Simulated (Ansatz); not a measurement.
# SiNH (triplet): B2PLYP, RPA-PBE over vertical spin and charge gaps, 6-31G

How well do these functionals follow the top wave-function level for SiNH (triplet) over vertical spin and charge gaps?

Method: 6-31G, all electrons in the functionals, frozen cores in the correlation of double hybrids and RPA; program: Ansatz 0.2.0, Gaussian basis.

To be run: B2PLYP, RPA-PBE, at charge 0, triplet; charge 0, singlet; charge 0, quintet; charge 1, doublet; charge 1, quartet.

4 further runs of the same task are left out: 4 set aside as unsound or not needed.

### Step 1. The geometry

The geometry is a PBE0/def2-TZVP stationary point (not a proven minimum).

3 atoms, charge 0, spin multiplicity 3.

Atoms are counted from 1 here; the program's logs count them from 0.

Bond lengths: Si1–N2 1.701 Å, N2–H3 1.020 Å. Angles: Si1–N2–H3 125.4°.

No dispersion term is added.

The geometry shown and the zero of energy belong to the point charge 0, triplet. The yardstick, FCI, and other wave-function levels (R restricted, U unrestricted, valence and pair active spaces) come from earlier runs.

### Step 2. B2PLYP, charge 0, triplet

File in.yaml:

```yaml
crystal:
  periodic: [false, false, false]
  atoms:
    - {symbol: Si, position_ang: [0.000000, 0.032951, 0.605869]}
    - {symbol: N, position_ang: [0.000000, -0.113788, -1.088955]}
    - {symbol: H, position_ang: [0.000000, 0.663088, -1.749585]}
basis:
  gaussian: {orbitals: 6-31G}
magnetization: {spin_polarized: true, initial_magnetization: 2}
hamiltonian: {xc: {name: B2PLYP}}
correlation: {electrons: outside_noble_gas}
```

Run with:

```bash
$ ansatz run in.yaml --threads 1 --pin off --events-out ev --progress --plain --max-ram 4096MiB --backend cpu
```

Further steps of the session: B2PLYP, charge 0, singlet; B2PLYP, charge 0, quintet; B2PLYP, charge 1, doublet; B2PLYP, charge 1, quartet; RPA-PBE, charge 0, triplet; RPA-PBE, charge 0, singlet; RPA-PBE, charge 0, quintet; RPA-PBE, charge 1, doublet; RPA-PBE, charge 1, quartet.

Before running them: what should the planned runs give, taken together? Wanted: triplet to singlet, FCI; triplet to quintet, FCI; ionisation to the doublet cation, FCI; ionisation to the quartet cation, FCI; largest miss, B2PLYP; largest miss, RPA-PBE.

**Answer**, as computed:

| quantity | value |
| --- | --- |
| triplet to singlet, FCI | -267.5 kJ/mol |
| triplet to quintet, FCI | 290.3 kJ/mol |
| ionisation to the doublet cation, FCI | 625.5 kJ/mol |
| ionisation to the quartet cation, FCI | 940.2 kJ/mol |
| largest miss, B2PLYP | +40.3 kJ/mol (ionisation to the quartet cation) |
| largest miss, RPA-PBE | +10.5 kJ/mol (triplet to quintet) |

What this shows: Of the functionals, RPA-PBE keep the smallest largest miss at the points compared (at most 10.5 kJ/mol) and B2PLYP strays most (40.3 kJ/mol, at ionisation to the quartet cation). Functionals and the yardstick converge differently with the basis, so part of each miss in 6-31G is the basis.
